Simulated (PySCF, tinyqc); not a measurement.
RKS/B3LYP (VWN-RPA form) in the sto-3g basis, for OH-, spin multiplicity 1, step by step. The basis has no diffuse functions, so it cannot describe the extra electron: this is an exercise in the method, not the real anion. The lowest restricted solution is unstable here: a spin-polarised one lies 0.0014 hartree lower (PySCF). One step of it, computed by the program tinyqc.

Problem. Iteration 1: building the Kohn-Sham matrix. J_ij = sum D_kl (ij|kl), K_ij = sum D_kl (ik|jl); F = H + J - 0.1 K + V_xc; E = tr D H + tr D J / 2 - 0.05 tr D K + E_xc + E_nn.

D at the start, lower triangle:
```
            1O 1s      1O 2s    1O 2px    1O 2py     1O 2pz     2H 1s
1O 1s    0.115093
1O 2s   -0.500750   2.184728
1O 2px   0.000000   0.000000  2.000000
1O 2py   0.000000   0.000000  0.000000  2.000000
1O 2pz  -0.010755   0.064374  0.000000  0.000000   2.062704
2H 1s    0.060275  -0.374775  0.000000  0.000000  -0.365065  2.125428
```

core Hamiltonian H = T + V (hartree), lower triangle:
```
             1O 1s      1O 2s     1O 2px     1O 2py     1O 2pz      2H 1s
1O 1s   -31.948490
1O 2s    -7.429968  -8.576991
1O 2px    0.000000   0.000000  -6.772966
1O 2py    0.000000   0.000000   0.000000  -6.772966
1O 2pz   -0.005640  -0.071117   0.000000   0.000000  -6.805749
2H 1s    -0.401723  -1.091709   0.000000   0.000000  -0.910968  -3.125116
```

Two-electron integrals (ij|kl) in chemists' order, unique and non-zero (hartree):
```
(11|11) 4.785065   (21|11) 0.741380   (21|21) 0.136873   (22|11) 1.118947
(22|21) 0.256633   (22|22) 0.817206   (31|31) 0.024477   (32|31) 0.037809
(32|32) 0.180518   (33|11) 1.115814   (33|21) 0.256684   (33|22) 0.817023
(33|33) 0.880159   (41|41) 0.024477   (42|41) 0.037809   (42|42) 0.180518
(43|43) 0.047444   (44|11) 1.115814   (44|21) 0.256684   (44|22) 0.817023
(44|33) 0.785270   (44|44) 0.880159   (51|51) 0.024477   (52|51) 0.037809
(52|52) 0.180518   (53|53) 0.047444   (54|54) 0.047444   (55|11) 1.115814
(55|21) 0.256684   (55|22) 0.817023   (55|33) 0.785270   (55|44) 0.785270
(55|55) 0.880159   (61|11) 0.040169   (61|21) 0.007360   (61|22) 0.013737
(61|33) 0.013717   (61|44) 0.013717   (61|51) 0.000308   (61|52) 0.000585
(61|55) 0.013780   (61|61) 0.000400   (62|11) 0.122403   (62|21) 0.028536
(62|22) 0.104093   (62|33) 0.102283   (62|44) 0.102283   (62|51) 0.002078
(62|52) 0.017715   (62|55) 0.107605   (62|61) 0.001564   (62|62) 0.018352
(63|31) 0.002661   (63|32) 0.016653   (63|53) 0.003465   (63|63) 0.002327
(64|41) 0.002661   (64|42) 0.016653   (64|54) 0.003465   (64|64) 0.002327
(65|11) 0.100711   (65|21) 0.023745   (65|22) 0.092666   (65|33) 0.088891
(65|44) 0.088891   (65|51) 0.004062   (65|52) 0.030573   (65|55) 0.100111
(65|61) 0.001340   (65|62) 0.019932   (65|65) 0.023755   (66|11) 0.332276
(66|21) 0.078626   (66|22) 0.330273   (66|33) 0.320857   (66|44) 0.320857
(66|51) 0.005500   (66|52) 0.067201   (66|55) 0.348909   (66|61) 0.004309
(66|62) 0.082710   (66|65) 0.103822   (66|66) 0.774606
```

nuclear repulsion = 2.66588016 hartree

V_xc (hartree), lower triangle:
```
            1O 1s      1O 2s     1O 2px     1O 2py     1O 2pz      2H 1s
1O 1s   -1.055113
1O 2s   -0.204227  -0.666831
1O 2px   0.000000   0.000000  -0.665281
1O 2py   0.000000   0.000000   0.000000  -0.665281
1O 2pz  -0.000029  -0.002054   0.000000   0.000000  -0.669567
2H 1s   -0.010993  -0.080760   0.000000   0.000000  -0.074262  -0.434653
```

E_xc = sum of w rho eps_xc = -4.82463500 hartree

Give: Coulomb J; exchange K; Kohn-Sham matrix F; total energy of this density.

Solution.

Coulomb J (hartree), lower triangle:
```
         1O 1s   1O 2s  1O 2px  1O 2py  1O 2pz   2H 1s
1O 1s   9.5635
1O 2s   2.1944  7.1685
1O 2px  0.0000  0.0000  7.1490
1O 2py  0.0000  0.0000  0.0000  7.1490
1O 2pz  0.0115  0.1297  0.0000  0.0000  7.2024
2H 1s   0.1177  0.9939  0.0000  0.0000  0.9447  4.2018
```

exchange K (hartree), lower triangle:
```
         1O 1s   1O 2s  1O 2px  1O 2py  1O 2pz   2H 1s
1O 1s   0.2556
1O 2s   0.2407  2.5900
1O 2px  0.0000  0.0000  2.3027
1O 2py  0.0000  0.0000  0.0000  2.3027
1O 2pz  0.0000  0.0132  0.0000  0.0000  2.3196
2H 1s   0.0182  0.3618  0.0000  0.0000  0.3188  1.6085
```

Kohn-Sham matrix F (hartree), lower triangle:
```
           1O 1s    1O 2s   1O 2px   1O 2py   1O 2pz   2H 1s
1O 1s   -23.4657
1O 2s    -5.4639  -2.3344
1O 2px    0.0000   0.0000  -0.5195
1O 2py    0.0000   0.0000   0.0000  -0.5195
1O 2pz    0.0059   0.0552   0.0000   0.0000  -0.5049
2H 1s    -0.2969  -0.2147   0.0000   0.0000  -0.0724  0.4812
```

total energy of this density = -31.825941 hartree

This density is the starting one.
